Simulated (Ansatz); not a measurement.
# AlClH2O: the cost of one run

Program: Ansatz 0.2.0. Level of theory: RKS B3LYP-D4/6-31G. These are calculated values, not measurements.

## 1. The structure to begin with

Bond lengths: Al1–H2 1.560 Å, Al1–O3 1.780 Å, O3–H4 1.010 Å, Al1–Cl5 2.230 Å. Angles: H2–Al1–O3 120.0°, H2–Al1–Cl5 120.0°, O3–Al1–Cl5 120.0°, Al1–O3–H4 109.5°.

Coordinates:

```xyz
5

Al    0.0000    0.0000    0.0000
H     0.0000    0.0000    1.5600
O     1.5415    0.0000   -0.8900
H     1.8414   -0.9519   -1.0449
Cl   -1.9312    0.0000   -1.1150
```

## 2. Relaxing the start

Input file input.yaml:

```yaml
crystal:
  periodic: [false, false, false]
  atoms:
    - { symbol: Al, position_ang: [0.0, 0.0, 0.0] }
    - { symbol: H, position_ang: [0.0, 0.0, 1.56] }
    - { symbol: O, position_ang: [1.5415, 0.0, -0.89] }
    - { symbol: H, position_ang: [1.8414, -0.9519, -1.0449] }
    - { symbol: Cl, position_ang: [-1.9312, 0.0, -1.115] }
basis:
  gaussian: { orbitals: "6-31G" }
hamiltonian:
  xc: b3lyp
  dispersion: d4
relax:
  f_tol: 0.02
  max_steps: 40
```

Command:

```
$ ansatz run input.yaml --threads 1 --pin off --max-ram 2048MiB --backend cpu --events-out ev --progress --plain --runs-dir out
```

**Question.** How long does this run take on 1 thread of Arm Neoverse V1, shared host, and how much memory does it need?

About 17 s, with a peak of 0.12 GiB.
